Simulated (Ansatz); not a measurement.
# AlBH2: the cost of one run

Method: def2-QZVPP, core rule «outside noble gas», up to 6 orbitals frozen; program: Ansatz 0.2.0, Gaussian basis.

Plan: UHF; ROHF; CCSD(T) on UHF.

2 further runs of the same task are left out: 2 set aside as unsound or not needed.

**1. What is computed**

The geometry is a PBE0/def2-TZVP stationary point (not a proven minimum) of the parent state, kept for this charge and spin.

4 atoms, charge 0, spin multiplicity 3.

Atoms are counted from 1 here; the program's logs count them from 0.

Bond lengths: B1–Al2 2.055 Å, B1–H3 1.197 Å, Al2–H4 1.595 Å. Angles: Al2–B1–H3 139.8°, B1–Al2–H4 128.5°.

**2. UHF**

Input file in.yaml:

```yaml
crystal:
  periodic: [false, false, false]
  atoms:
    - {symbol: B, position_ang: [0.000000, -0.236580, 1.427367]}
    - {symbol: Al, position_ang: [0.000000, 0.116336, -0.597031]}
    - {symbol: H, position_ang: [0.000000, 0.366780, 2.461377]}
    - {symbol: H, position_ang: [0.000000, -0.943450, -1.789164]}
basis:
  gaussian: {orbitals: "def2-QZVPP.json"}
magnetization: {spin_polarized: true, initial_magnetization: 2}
hamiltonian: {xc: hf}
output: {orbitals: {seedname: orbitals}}
```

Command:

```sh
$ ansatz run in.yaml --threads 1 --pin off --events-out ev --progress --plain --max-ram 2393MiB
```

What time and memory should one allow on 1 thread of Arm Neoverse V2, shared host?

About 12 s, with a peak of 0.37 GiB.
